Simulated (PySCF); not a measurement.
**How methods differ on the ionisation energy of O**

O [He] 2s2 2p4 (3P) → O⁺ [He] 2s2 2p3 (4S), as a difference of total energies. Calculation: PySCF 2.14, in ANO-RCC-VTZP; scalar relativity by spin-free X2C-1e. Correlated levels: valence: 1s2 frozen; valence and next inner shell: nothing frozen. The calculations carry no spin-orbit coupling.

| method | ionisation energy (eV) |
| --- | --- |
| UHF | 12.033 |
| LDA | 13.970 |
| PBE | 14.042 |
| PBE0 | 13.833 |
| LC-wPBE | 14.102 |
| revPBE | 13.979 |
| PBEsol | 13.821 |
| MP2 (valence) | 13.288 |
| SCS-MP2 (valence) | 13.374 |
| MP2 (valence and next inner shell) | 13.295 |
| SCS-MP2 (valence and next inner shell) | 13.376 |

Task: Estimate what r2SCAN gives.

Result: 13.702 eV, closest to PBEsol among the rows shown.

Task: Estimate what M06-2X gives.

Result: 13.653 eV, closest to PBEsol among the rows shown.

A first-order spin-orbit estimate (lowest level to lowest level, LS coupling) adds 0.010 eV.

Errors of the correlated levels include the incompleteness of this basis and the frozen core.

For comparison: 13.618 eV (measured; NIST Atomic Spectra Database, ionization energies).
